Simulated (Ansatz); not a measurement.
# C3H5FO: the cost of one run

Program: Ansatz 0.2.0. Level of theory: RKS PBE-D4/6-31G*. These are calculated values, not measurements.

### 1 Starting point

Bond lengths: C1–C2 1.532 Å, C2–F3 1.358 Å, C2–C4 1.304 Å, C4–O5 1.348 Å, C1–H6 1.036 Å, C1–H7 1.135 Å, C1–H8 1.056 Å, C4–H9 1.114 Å, O5–H10 0.997 Å. Angles: C1–C2–F3 115.9°, C1–C2–C4 126.8°, F3–C2–C4 117.3°, C2–C1–H6 110.5°, C2–C1–H7 110.0°, C2–C1–H8 110.3°, H6–C1–H7 107.1°, H6–C1–H8 113.0°, H7–C1–H8 105.8°, C2–C4–O5 132.6°, C2–C4–H9 120.0°, O5–C4–H9 106.8°, C4–O5–H10 107.2°.

As a file:

```xyz
10

C     1.0076   -0.3480    0.7214
C    -0.2204   -0.6462   -0.1451
F    -0.5132   -1.9600   -0.3260
C    -0.9665    0.2234   -0.7670
O    -0.9882    1.5710   -0.7701
H     1.8642   -0.7295    0.2809
H     1.1526    0.7740    0.8150
H     0.8566   -0.7011    1.7056
H    -1.8694   -0.1149   -1.3240
H    -0.2402    1.8800   -0.1876
```

### 2 Relaxing end A

File input.yaml:

```yaml
crystal:
  periodic: [false, false, false]
  atoms:
    - { symbol: C, position_ang: [1.0076, -0.348, 0.7214] }
    - { symbol: C, position_ang: [-0.2204, -0.6462, -0.1451] }
    - { symbol: F, position_ang: [-0.5132, -1.96, -0.326] }
    - { symbol: C, position_ang: [-0.9665, 0.2234, -0.767] }
    - { symbol: O, position_ang: [-0.9882, 1.571, -0.7701] }
    - { symbol: H, position_ang: [1.8642, -0.7295, 0.2809] }
    - { symbol: H, position_ang: [1.1526, 0.774, 0.815] }
    - { symbol: H, position_ang: [0.8566, -0.7011, 1.7056] }
    - { symbol: H, position_ang: [-1.8694, -0.1149, -1.324] }
    - { symbol: H, position_ang: [-0.2402, 1.88, -0.1876] }
basis:
  gaussian: { orbitals: "6-31G*" }
hamiltonian:
  xc: pbe
  dispersion: d4
relax:
  f_tol: 0.02
  max_steps: 50
```

On the command line:

```console
> ansatz run input.yaml --threads 2 --pin off --max-ram 3072MiB --backend cpu --events-out ev --progress --plain --runs-dir out
```

Q: Estimate wall time and peak memory on 2 threads of Intel Xeon 6975P-C (Granite Rapids), shared host.

About 5.5 s, with a peak of 0.17 GiB.
